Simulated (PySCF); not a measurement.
Gas-phase reaction: 4 (CH3)3Si + Si2H6 → 6 CH3SiH3 + 2 C3H3 (propargyl)

Method: PySCF energies plus ideal-gas RRHO corrections (1 bar). † marks an energy on the PBE0/def2-TZVP geometry and frequencies; other levels use their own. MP2 and CCSD(T) freeze the core. 6-31G* has spherical d functions here. Open shells (unrestricted): (CH3)3Si (multiplicity 2), C3H3 (propargyl) (multiplicity 2); the rest are closed-shell singlets. B3LYP is the form with VWN-RPA correlation. (CH3)3Si: computed as isolated molecules; such fragments, hydroxides, amides, oligomers or adducts are transient or little studied in the gas. MP2 isn't extrapolated to the basis-set limit; its ΔH°(298 K) is 417.6 kJ in def2-SVP and 455.1 kJ in def2-TZVPP. CCSD(T) isn't extrapolated to the basis-set limit. The harmonic model lacks anharmonicity and excited electronic states, which grow with temperature; levels with a mode under 35 cm⁻¹ are left out. Internal rotation in (CH3)3Si, Si2H6, CH3SiH3 is treated as a harmonic vibration of one conformer, which makes the entropy rough. Warning, large T1 diagnostic: C3H3 (propargyl) (CCSD(T)/def2-SVP†). Warning, spin contamination: C3H3 (propargyl) (CCSD(T)/def2-SVP†, HF/6-31G*, HF/def2-TZVP†, MP2/def2-SVP†).

```csv
level,"ΔE electronic, kJ","ΔH°(298 K), kJ","ΔS°(298 K), J/K","ΔG°(600 K), kJ"
B3LYP/def2-TZVP†,375,276,416,28
BLYP/def2-TZVP†,329,230,416,-18
CCSD(T)/def2-SVP†,409,310,416,61
HF/6-31G*,374,261,429,4
HF/def2-TZVP†,337,238,416,-10
M06-2X/def2-TZVP†,500,401,416,152
MP2/def2-SVP†,517,418,416,169
PBE0/def2-SVP†,524,425,416,177
ωB97X-V/def2-TZVP†,467,368,416,120
```
ΔH° is lowest at BLYP/def2-TZVP† and highest at PBE0/def2-SVP†. No reference value is set beside these.
